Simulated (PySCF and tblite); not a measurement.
Values are calculated unless marked as measured or tabulated.
E-2,4-pentadienenitrile, C5H5N, numbered as in [CH2:1]=[CH:2]/[CH:3]=[CH:4]/[C:5]#[N:6].

Geometries PBE0-D3(BJ)/def2-SVP; weights from B3LYP-D3(BJ)/def2-TZVP energies and GFN2-xTB thermal corrections, with symmetry numbers and mirror pairs. Conformers within 3 kcal/mol (GFN2-xTB free energy) were kept, 8 at most. Run with PySCF (density fitting) and tblite.

Torsions listed: C1–C2–C3–C4. Of a mirror pair one member is shown.

```
conformer  shape   symmetry  dipole D
        1    25°  C1 (pair)      4.71
        2   180°         Cs      4.77
```

**Question.** Which of these conformers is the most populated at 298.15 K, and with what share?

**Answer.** Conformer 2, about 99 %.

**Question.** Give the DFT energies and free energies relative to the lowest, and all weights.

**Answer.** 
```csv
conformer,shape,E(DFT) kcal/mol,G(298.15 K) kcal/mol,weight %
1,25°,3.50,2.79,0.9
2,180°,0.00,0.00,99.1
```

**Question.** How does its share change from 150 K to 400 K?

**Answer.** From 100 % to 96 %; the mixing entropy goes from 0.00 to 0.36 cal/(mol K).

Thermal terms of a conformer that GFN2-xTB lacks, or places elsewhere, come from the nearest GFN2-xTB minimum; such a conformer stays in the set even outside the window.
